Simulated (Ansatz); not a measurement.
Cuprite Ag2O, treated with RPBE (PAW; Ansatz, an electronic-structure program).

The run printed, among other lines:

```
Crystal: 6 atoms, lattice volume = 110.484 Å³
Basis set: ecut = 520 eV, 2945 PW (Γ), exchange–correlation on 72×72×72 points (8 copies of the dense FFT grid, shifted against one another)
Bands: 53, of which v1, the nominal top of the filled ones, is band 44 counted from 1 (43 counted from 0)
Symmetry: 48 space group operations
Space group: Pn-3m (ITA 224), of the structure as read, at distance tolerance 4.8e-5 Å
k-points: 35 of 512
Functional: x = rpbe, c = pbe(β = 0.06672455060314922)
SCF iter   1: F=—  HF=-31528.427982 eV  |F-HF|=—  |Δ(HF+E_count)|=         —  Δρ=5.11e-3  dr2=2.66e-2
SCF iter   2: F=—  HF=-31528.426307 eV  |F-HF|=—  |Δ(HF+E_count)|=   1.68e-3  Δρ=1.92e-3  dr2=2.17e-3
  ...
SCF iter   8: F=—  HF=-31528.426113 eV  |F-HF|=—  |Δ(HF+E_count)|=   3.12e-7  Δρ=3.43e-6  dr2=1.06e-8
SCF iter   9: F=-31528.426113 eV  HF=-31528.426113 eV  |F-HF|=4.73e-10  |Δ(HF+E_count)|=   2.81e-8  Δρ=5.54e-7  dr2=2.46e-10
SCF 1 converged in 9 iterations: F = -31528.426113 eV  dr2 = 2.46e-10
SCF converged after 9 iterations
Free energy (F): -31528.426113 eV
Internal energy: -31528.426015 eV  (E = F + TS)
E sigma→0 (E₀):  -31528.426064 eV
Fermi energy:    10.221851 eV
--- Stress (GPa, compression-positive) ---
        4.125596       0.000000       0.000000
        0.000000       4.125596       0.000000
        0.000000       0.000000       4.125596
  P = ⅓ Tr σ = 4.1256 GPa (41.256 kbar)
```

Problem. Write an input file that could have produced this run (the log leaves some choices open).

Solution. This is not unique; one that fits is 
Ansatz 0.2 input:
```yaml
crystal:
  lattice:
    - [4.7984439689, 0.0, 0.0]
    - [0.0, 4.7984439689, 0.0]
    - [0.0, 0.0, 4.7984439689]
  atoms:
    - { symbol: Ag, position: [0.75, 0.25, 0.75] }
    - { symbol: Ag, position: [0.25, 0.75, 0.75] }
    - { symbol: Ag, position: [0.75, 0.75, 0.25] }
    - { symbol: Ag, position: [0.25, 0.25, 0.25] }
    - { symbol: O, position: [0.0, 0.0, 0.0] }
    - { symbol: O, position: [0.5, 0.5, 0.5] }
basis:
  ecutwfc: 520
  ecutrho_ratio: 4
  xc_grid: 2
kpoints:
  mp_grid: { grid: [8, 8, 8] }
hamiltonian:
  xc: rpbe
  dispersion: none
  pseudopotentials: { kind: paw }
scf:
  occupations: { method: fermi_dirac, width: 0.01 }
  convergence: { dr2_threshold: 0.0000000006 }
output:
  forces: true
  stress: true
  eigenvalues: true
```

The cell is one volume of an energy–volume scan, off the minimum.

The PAW data were made under PBE.

Note: the gap of the solid is closed in this run. Note: the run finds no gap at this volume, although the solid has one.

The result took very roughly 11 core-seconds.
